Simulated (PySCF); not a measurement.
# C4H3FO: electronic excitations and core binding energies

Wanted: the electronic excitations and core binding energies of C4H3FO (`Fc1ccoc1`), by calculation.

The runs use PySCF 2.14.0, with density-fitted response routines of our own; the level of theory stands in each step. All values are computed, except where a source is named. Atoms are numbered from 0 throughout.

### Step 1. The starting structure

9 atoms, charge 0, multiplicity 1; geometry from: GFN2-xTB.

Bonds of the start (Å): F0–C1 1.34, C1–C2 1.42, C2–C3 1.36, C3–O4 1.34, O4–C5 1.34, C5–C1 1.36, C2–H6 1.07, C3–H7 1.07, C5–H8 1.07.

### Step 2. Excited states and response: B3LYP/def2-SVPD

Job settings and geometry (Å):

```
{"job": {"kind": "uv", "xc": "B3LYP", "basis": "def2-SVPD", "nstates": 8, "ntriplets": 3}, "charge": 0, "multiplicity": 1}
F      2.249521     0.496002    -0.075519
C      0.963661     0.137015    -0.030210
C     -0.147381     1.013435    -0.051593
C     -1.231154     0.192824     0.013603
O     -0.860578    -1.094112     0.071419
C      0.481469    -1.134886     0.045059
H     -0.125304     2.081123    -0.106661
H     -2.281792     0.403406     0.025275
H      0.965121    -2.088814     0.083447
```

Level: TDDFT B3LYP/def2-SVPD, vertical, gas phase, core orbitals frozen in the response.

Started as:

```bash
OMP_NUM_THREADS=1 python probes_run.py task.json out
```

The driver reads the jobs from task.json and runs them one after another.

Output:

```text
coarse grid: 8376 points
cycle   1  E = -328.9160771772  dE =  1.161e+00  |g| = 5.193e-01  |ddm| = 6.191e+00
cycle   2  E = -328.8627385158  dE =  5.334e-02  |g| = 7.643e-01  |ddm| = 1.242e+00
cycle   3  E = -328.9628452856  dE = -1.001e-01  |g| = 1.239e-01  |ddm| = 7.172e-01
cycle   4  E = -328.9655173018  dE = -2.672e-03  |g| = 5.479e-02  |ddm| = 2.228e-01
cycle   5  E = -328.9661785752  dE = -6.613e-04  |g| = 1.185e-02  |ddm| = 9.179e-02
cycle   6  E = -328.9662094399  dE = -3.086e-05  |g| = 4.086e-03  |ddm| = 2.647e-02
cycle   7  E = -328.9662130757  dE = -3.636e-06  |g| = 1.000e-03  |ddm| = 6.319e-03
final grid: 83760 points
cycle   8  E = -329.0258825152  dE = -3.007e-05  |g| = 5.330e-03  |ddm| = 9.732e-02
cycle   9  E = -329.0258746952  dE =  7.820e-06  |g| = 8.463e-03  |ddm| = 1.415e-02
cycle  10  E = -329.0258881475  dE = -1.345e-05  |g| = 8.896e-04  |ddm| = 7.945e-03
cycle  11  E = -329.0258883097  dE = -1.622e-07  |g| = 2.655e-04  |ddm| = 1.487e-03
cycle  12  E = -329.0258883224  dE = -1.272e-08  |g| = 1.221e-04  |ddm| = 5.140e-04
cycle  13  E = -329.0258883255  dE = -3.086e-09  |g| = 1.587e-05  |ddm| = 1.711e-04
cycle  14  E = -329.0258883256  dE = -3.718e-11  |g| = 9.777e-06  |ddm| = 4.407e-05
converged SCF energy = -329.0258883256

Static polarisability (au): isotropic 47.193, principal 32.317 52.428 56.835

Singlet excitations
state   eV       nm        f      main configurations
  1   6.1228    202.5   0.14896   H->L 0.93
  2   6.4168    193.2   0.00053   H->L+1 0.98
  3   6.5724    188.6   0.00693   H->L+2 0.97
  4   6.7990    182.4   0.03496   H-1->L 0.59, H->L+3 0.35
  5   7.1585    173.2   0.02387   H->L+4 0.96
  6   7.6252    162.6   0.00011   H->L+5 0.90
  7   7.6824    161.4   0.00070   H->L+6 0.89
  8   7.7392    160.2   0.00985   H-1->L+1 0.92

Triplet excitations (Tamm-Dancoff, eV): 4.0354 5.4105 6.2024
```

Wall time 13 s (1 thread of Arm Neoverse V2, shared host); peak memory 0.6 GiB.

The orbitals next to the gap, with their largest atomic shares:

| orbital | eV | atoms |
| --- | --- | --- |
| HOMO−3 | -11.43 | O4 37 %, C2 21 %, F0 13 % |
| HOMO−2 | -10.14 | F0 28 %, O4 19 %, C2 13 % |
| HOMO−1 | -8.00 | C2 32 %, O4 22 %, C1 18 % |
| HOMO | -6.71 | C5 31 %, C3 24 %, C1 17 % |
| LUMO | -0.34 | C3 25 %, O4 20 %, C5 17 % |
| LUMO+1 | 0.67 | C3 22 %, C2 16 %, C5 14 % |
| LUMO+2 | 0.92 | C1 28 %, F0 25 %, O4 12 % |

With each of the 8 states as a Gaussian band of 0.4 eV half-width at 1/e, the curve within the window shown has maxima at 202 nm (ε 6,200) L/(mol cm). Beyond the last state computed it falls off for lack of states. The curve at chosen wavelengths:

```
 nm  ε (L/mol/cm)
154           249
157           410
160           555
162           649
165           833
168          1109
171          1458
174          1808
176          2006
179          2229
182          2399
185          2628
188          3061
190          3508
193          4378
196          5301
199          5993
202          6213
204          6052
207          5400
210          4423
213          3346
216          2351
218          1789
221          1126
224           669
```

Leading natural transition orbitals of singlet state 1: the hole lies on C5 36 %; C1, C3 about 20 % each; F0 8 %; the particle on C3 25 %; O4 16 %; C2 16 %.

Further results of this job:

| property | computed |
| --- | --- |
| dipole moment (D) | 1.18 |
| polarisability (Å³) | 6.99 |
| HOMO–LUMO gap (eV) | 6.37 |
| −ε(HOMO) (eV) | 6.71 |

Orbitals, density, ELF and potential are computed afterwards from the orbital file.

Frontier orbitals at B3LYP/def2-SVPD, with the share of their density that lies nearest to each atom:

| orbital | energy (eV) | lies on |
| --- | --- | --- |
| HOMO | -6.71 | C5 34 %; C3 25 %; C1 16 % |
| LUMO | -0.34 | C3 25 %; C5 17 %; O4 16 % |

ELF in a plane through or near 9 of the atoms.

Ten even steps from '0' (0.00) to '9' (1.00):
```
0000000000000000000000000000
0000000000000000000000000000
0000000000000000000000000000
0000000012210000343000000000
0000001346640004999730000000
0000013787860038999970000000
0000025873762357999950000000
0000025787844851588310000000
0000001223252855154000000000
0000000004763446985211000000
0000000125686215223888620000
0000026885173556146999970000
0000279999428747648999970000
0000289999736646413999830000
0000049997204898400145200000
0000000330002576300000000000
0000000000000132000000000000
0000000000000000000000000000
0000000000000000000000000000
0000000000000000000000000000
```
The map spans 9.5 Å across and 8.6 Å up, centred on the molecule. Atoms in the plane (x, y in Å): F0 (-1.7, 1.6), C1 (-0.7, 0.6), C2 (0.7, 0.8), C3 (1.2, -0.5), O4 (0.2, -1.4), C5 (-1.0, -0.7), H6 (1.2, 1.7), H7 (2.2, -0.9), H8 (-1.9, -1.3).

On the surface of density 0.002 e/bohr³ the electrostatic potential runs, from the 1st to the 99th percentile, from -0.70 V near O4 to 1.23 V near H7.

### Step 3. Core holes by ΔSCF: SCAN, X2C

Settings changed since step 2:

```diff
@@ -1,2 +1,2 @@
-{"job": {"kind": "uv", "xc": "B3LYP", "basis": "def2-SVPD", "nstates": 8, "ntriplets": 3}, "charge": 0, "multiplicity": 1}
+{"job": {"kind": "xps"}, "charge": 0, "multiplicity": 1}
 F      2.249521     0.496002    -0.075519
```

With the program's defaults for keys left out, this is: delta-SCF UKS SCAN, pcX-2 on the ionised atom, pcseg-1 elsewhere, spin-free X2C.

Output:

```text
ground state, core basis on atom 0 (F), 130 functions
  cycle   1  E = -329.26587285  |g| = 5.65e-01
  cycle   2  E = -329.20793539  |g| = 8.46e-01
  cycle   3  E = -329.31556820  |g| = 1.33e-01
  cycle   4  E = -329.31851938  |g| = 5.85e-02
  cycle   5  E = -329.31919615  |g| = 2.49e-02
  cycle   6  E = -329.31934328  |g| = 6.17e-03
  cycle   7  E = -329.31934784  |g| = 2.89e-03
  cycle   8  E = -329.31934940  |g| = 5.44e-04
  cycle   9  E = -329.31935092  |g| = 4.69e-04
  E(ground) = -329.32653897 Eh
hole in F 1s of atom 0
  cycle   1  E = -302.94015981  |g| = 2.58e+00
  cycle   2  E = -301.35058347  |g| = 2.64e+00
  cycle   3  E = -303.03021926  |g| = 1.18e+00
  cycle   4  E = -303.72249292  |g| = 4.87e-01
  cycle   5  E = -303.78228792  |g| = 3.19e-01
  cycle   6  E = -303.82738958  |g| = 7.49e-02
  cycle   7  E = -303.82940094  |g| = 1.95e-02
  cycle   8  E = -303.82953699  |g| = 8.33e-03
  cycle   9  E = -303.82956779  |g| = 2.51e-03
  cycle  10  E = -303.82957034  |g| = 1.23e-03
  cycle  11  E = -303.82957143  |g| = 5.08e-04
  cycle  12  E = -303.82957155  |g| = 2.09e-04
  E(ion) = -303.84287819 Eh   <S^2> = 0.7570   hole on atom = 1.000   binding energy = 693.446 eV
ground state, core basis on atom 1 (C), 130 functions
  cycle   1  E = -329.27917830  |g| = 1.06e-01
  cycle   2  E = -329.27625211  |g| = 1.60e-01
  cycle   3  E = -329.28034642  |g| = 1.95e-02
  cycle   4  E = -329.28037160  |g| = 1.38e-02
  cycle   5  E = -329.28042258  |g| = 1.28e-03
  cycle   6  E = -329.28042258  |g| = 6.59e-04
  cycle   7  E = -329.28042349  |g| = 1.54e-04
  E(ground) = -329.28669825 Eh
hole in C 1s of atom 1
  cycle   1  E = -317.94605052  |g| = 1.51e+00
  cycle   2  E = -316.12972201  |g| = 2.37e+00
  cycle   3  E = -318.22555106  |g| = 7.78e-01
  cycle   4  E = -318.41749639  |g| = 4.85e-01
  cycle   5  E = -318.50188399  |g| = 1.43e-01
  cycle   6  E = -318.50816939  |g| = 7.26e-02
  cycle   7  E = -318.51036871  |g| = 2.08e-02
  cycle   8  E = -318.51057004  |g| = 7.12e-03
  cycle   9  E = -318.51061549  |g| = 4.28e-03
  cycle  10  E = -318.51063349  |g| = 4.19e-03
  cycle  11  E = -318.51065303  |g| = 1.26e-03
  cycle  12  E = -318.51065838  |g| = 9.31e-04
  cycle  13  E = -318.51065921  |g| = 6.86e-04
  cycle  14  E = -318.51066001  |g| = 1.95e-04
  E(ion) = -318.51740819 Eh   <S^2> = 0.7986   hole on atom = 1.000   binding energy = 293.047 eV
ground state, core basis on atom 2 (C), 130 functions
  cycle   1  E = -329.27628715  |g| = 5.89e-02
  cycle   2  E = -329.27606558  |g| = 3.69e-02
  cycle   3  E = -329.27601692  |g| = 3.91e-02
  cycle   4  E = -329.27638468  |g| = 5.74e-03
  cycle   5  E = -329.27639247  |g| = 9.00e-04
  cycle   6  E = -329.27639202  |g| = 4.75e-04
  E(ground) = -329.28232812 Eh
hole in C 1s of atom 2
  cycle   1  E = -318.01824898  |g| = 1.51e+00
  cycle   2  E = -317.12461631  |g| = 1.98e+00
  cycle   3  E = -318.41628477  |g| = 6.20e-01
  cycle   4  E = -318.50061951  |g| = 4.44e-01
  cycle   5  E = -318.58073486  |g| = 1.12e-01
  cycle   6  E = -318.58463821  |g| = 4.76e-02
  cycle   7  E = -318.58538284  |g| = 1.52e-02
  cycle   8  E = -318.58550567  |g| = 6.47e-03
  cycle   9  E = -318.58554487  |g| = 4.49e-03
  cycle  10  E = -318.58556860  |g| = 2.65e-03
  cycle  11  E = -318.58559387  |g| = 1.40e-03
  cycle  12  E = -318.58559837  |g| = 1.17e-03
  cycle  13  E = -318.58560121  |g| = 4.13e-04
  E(ion) = -318.59094539 Eh   <S^2> = 0.7856   hole on atom = 1.000   binding energy = 290.927 eV
ground state, core basis on atom 3 (C), 130 functions
  cycle   1  E = -329.27791659  |g| = 5.92e-02
  cycle   2  E = -329.27776843  |g| = 3.16e-02
  cycle   3  E = -329.27768986  |g| = 3.61e-02
  cycle   4  E = -329.27800316  |g| = 8.86e-03
  cycle   5  E = -329.27802323  |g| = 9.96e-04
  cycle   6  E = -329.27802179  |g| = 6.19e-04
  cycle   7  E = -329.27802222  |g| = 4.20e-05
  E(ground) = -329.28389805 Eh
hole in C 1s of atom 3
  cycle   1  E = -317.96938769  |g| = 1.51e+00
  cycle   2  E = -316.63505544  |g| = 2.22e+00
  cycle   3  E = -318.38590628  |g| = 5.59e-01
  cycle   4  E = -318.44444313  |g| = 4.19e-01
  cycle   5  E = -318.53677912  |g| = 1.24e-01
  cycle   6  E = -318.54263071  |g| = 7.21e-02
  cycle   7  E = -318.54481219  |g| = 2.33e-02
  cycle   8  E = -318.54503667  |g| = 6.69e-03
  cycle   9  E = -318.54507917  |g| = 4.46e-03
  cycle  10  E = -318.54510770  |g| = 3.33e-03
  cycle  11  E = -318.54513833  |g| = 1.56e-03
  cycle  12  E = -318.54514936  |g| = 9.51e-04
  cycle  13  E = -318.54515107  |g| = 5.12e-04
  cycle  14  E = -318.54515097  |g| = 1.51e-04
  E(ion) = -318.55070339 Eh   <S^2> = 0.7909   hole on atom = 1.000   binding energy = 292.065 eV
ground state, core basis on atom 4 (O), 130 functions
  cycle   1  E = -329.30287085  |g| = 1.03e-01
  cycle   2  E = -329.30063233  |g| = 1.15e-01
  cycle   3  E = -329.30229659  |g| = 6.98e-02
  cycle   4  E = -329.30331507  |g| = 9.87e-03
  cycle   5  E = -329.30334063  |g| = 1.55e-03
  cycle   6  E = -329.30334107  |g| = 6.56e-04
  cycle   7  E = -329.30334219  |g| = 2.15e-04
  E(ground) = -329.30664191 Eh
hole in O 1s of atom 4
  cycle   1  E = -308.61622198  |g| = 2.23e+00
  cycle   2  E = -307.71901516  |g| = 2.43e+00
  cycle   3  E = -309.12358424  |g| = 8.02e-01
  cycle   4  E = -309.24764058  |g| = 5.91e-01
  cycle   5  E = -309.43439755  |g| = 7.84e-02
  cycle   6  E = -309.43667666  |g| = 2.75e-02
  cycle   7  E = -309.43691926  |g| = 1.40e-02
  cycle   8  E = -309.43700327  |g| = 6.61e-03
  cycle   9  E = -309.43702835  |g| = 2.13e-03
  cycle  10  E = -309.43703062  |g| = 1.56e-03
  cycle  11  E = -309.43703273  |g| = 6.05e-04
  cycle  12  E = -309.43703382  |g| = 3.14e-04
  E(ion) = -309.44211079 Eh   <S^2> = 0.7637   hole on atom = 1.000   binding energy = 540.541 eV
ground state, core basis on atom 5 (C), 130 functions
  cycle   1  E = -329.27720644  |g| = 9.82e-02
  cycle   2  E = -329.27262961  |g| = 1.72e-01
  cycle   3  E = -329.27814828  |g| = 3.04e-02
  cycle   4  E = -329.27826405  |g| = 2.08e-02
  cycle   5  E = -329.27838102  |g| = 1.25e-03
  cycle   6  E = -329.27838103  |g| = 6.02e-04
  cycle   7  E = -329.27838115  |g| = 1.09e-04
  E(ground) = -329.28430978 Eh
hole in C 1s of atom 5
  cycle   1  E = -317.97909956  |g| = 1.52e+00
  cycle   2  E = -316.87309639  |g| = 2.12e+00
  cycle   3  E = -318.43616659  |g| = 5.00e-01
  cycle   4  E = -318.49436682  |g| = 3.45e-01
  cycle   5  E = -318.54808479  |g| = 9.06e-02
  cycle   6  E = -318.55125292  |g| = 2.83e-02
  cycle   7  E = -318.55154801  |g| = 1.87e-02
  cycle   8  E = -318.55170147  |g| = 6.31e-03
  cycle   9  E = -318.55173099  |g| = 2.45e-03
  cycle  10  E = -318.55174110  |g| = 2.04e-03
  cycle  11  E = -318.55174871  |g| = 8.74e-04
  cycle  12  E = -318.55175154  |g| = 3.77e-04
  E(ion) = -318.55766964 Eh   <S^2> = 0.7795   hole on atom = 1.000   binding energy = 291.887 eV
```

It took 25 s on 1 thread of Arm Neoverse V2, shared host; peak memory 0.41 GiB.

The holes in one table. −ε is the ground-state orbital energy:

| hole | stands for | environment | ΔSCF (eV) | −ε (eV) | ⟨S²⟩ |
| --- | --- | --- | --- | --- | --- |
| F1s on F0 | F0 | aryl fluorine | 693.45 | 667.4 | 0.757 |
| C1s on C1 | C1 | aromatic carbon bearing fluorine | 293.05 | 276.1 | 0.799 |
| C1s on C2 | C2 | aromatic CH | 290.93 | 274.0 | 0.786 |
| C1s on C3 | C3 | aromatic CH next to the ring oxygen | 292.07 | 275.4 | 0.791 |
| O1s on O4 | O4 | aromatic ring oxygen | 540.54 | 518.9 | 0.764 |
| C1s on C5 | C5 | aromatic CH next to the ring oxygen | 291.89 | 275.1 | 0.780 |

### Step 4. What came out

| quantity | value |
| --- | --- |
| lowest singlet (B3LYP/def2-SVPD) | 6.12 eV (202 nm), f = 0.149 |
| lowest triplet | 4.04 eV |
| surface potential, 1st and 99th percentile | -0.70 V and 1.23 V |
| C1s binding energies, SCAN/pcX-2 | C1 293.05, C3 292.07, C5 291.89, C2 290.93 eV |
| F1s binding energies, SCAN/pcX-2 | F0 693.45 eV |
| O1s binding energies, SCAN/pcX-2 | O4 540.54 eV |

The lowest singlet, at 6.12 eV, is HOMO→LUMO 0.93 and is bright. The lowest triplet lies 2.09 eV below the lowest singlet (triplets in Tamm-Dancoff, singlets in full TDDFT). By nearest atom (B3LYP/def2-SVPD), the HOMO sits on C5 34 %; C3 25 % and the LUMO on C3 25 %; C5 17 %. The C1s levels kept as sound span 2.12 eV, from C2 (aromatic CH) up to C1 (aromatic carbon bearing fluorine).
